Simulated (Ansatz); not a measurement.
**AlSiHS (triplet): the correlation ladder at a displaced geometry (v1), cc-pVDZ**

An exercise on one series of results from a longer session: the logs are not shown, and one member is left open.

Method: cc-pVDZ, core rule «outside noble gas», up to 15 orbitals frozen; program: Ansatz 0.2.0, Gaussian basis.

Plan: UHF; CCSD(T) on ROHF; CCSD(T) on UHF; BCCD(T) on ROHF; CISD; CCSDT(Q) on ROHF; CCSDT(Q) on UHF.

19 further runs of the same task are left out: 6 that didn't finish, 13 set aside as unsound or not needed.

### The system

The geometry is a PBE0/def2-TZVP stationary point (not a proven minimum) with its atoms shifted at random (size 0.040 Å).

4 atoms, charge 0, spin multiplicity 3.

Atoms are counted from 1 here; the program's logs count them from 0.

Bond lengths: S1–Al2 2.210 Å, S1–H4 1.327 Å, Al2–Si3 2.391 Å. Angles: Al2–S1–H4 90.5°, S1–Al2–Si3 178.7°.

Set-up of the first run:

in.yaml

```yaml
crystal:
  periodic: [false, false, false]
  atoms:
    - {symbol: S, position_ang: [0.002332, -0.375087, 1.691721]}
    - {symbol: Al, position_ang: [0.001517, -0.325452, -0.517561]}
    - {symbol: Si, position_ang: [0.049463, -0.249880, -2.906550]}
    - {symbol: H, position_ang: [-0.053312, 0.950419, 1.732391]}
basis:
  gaussian: {orbitals: cc-pVDZ}
magnetization: {spin_polarized: true, initial_magnetization: 2}
hamiltonian: {xc: hf}
output: {orbitals: {seedname: orbitals}}
```

The run is started by

```
$ ansatz run in.yaml --threads 1 --pin off --events-out ev --progress --plain --max-ram 2393MiB
```

Among the steps run: UHF; CCSD(T) on ROHF; CCSD(T) on UHF; BCCD(T) on ROHF; CISD; CCSDT(Q) on ROHF; CCSDT(Q) on UHF.

One table of the session follows, with a row left open; its other results are not shown here.

It belongs to the step «Misses and costs». 

```
   method  from UCCSDT(Q) (kcal/mol)
     ROHF                    +189.33
      UHF                    +186.82
     RMP2                     +33.20
     UMP2                     +34.15
     CISD                     +29.66
    RCCSD                      +8.92
    UCCSD                      +8.86
 RCCSD(T)                      +1.81
 UCCSD(T)                          ?
  BCCD(T)                      +1.81
   RCCSDT                      +0.63
   UCCSDT                      +0.62
RCCSDT(Q)                      +0.04
UCCSDT(Q)                          0
```

**Question.** Estimate the row for UCCSD(T).

The run gave: from UCCSDT(Q) (kcal/mol): +1.84. In the column «from UCCSDT(Q) (kcal/mol)» it lies between BCCD(T) (+1.81) and UCCSD (+8.86).

Caveats from the session: Restricted and unrestricted rows rest on different reference determinants; where their highest levels disagree by more than a few hundredths of an eV, they describe different states and don't form one ladder.
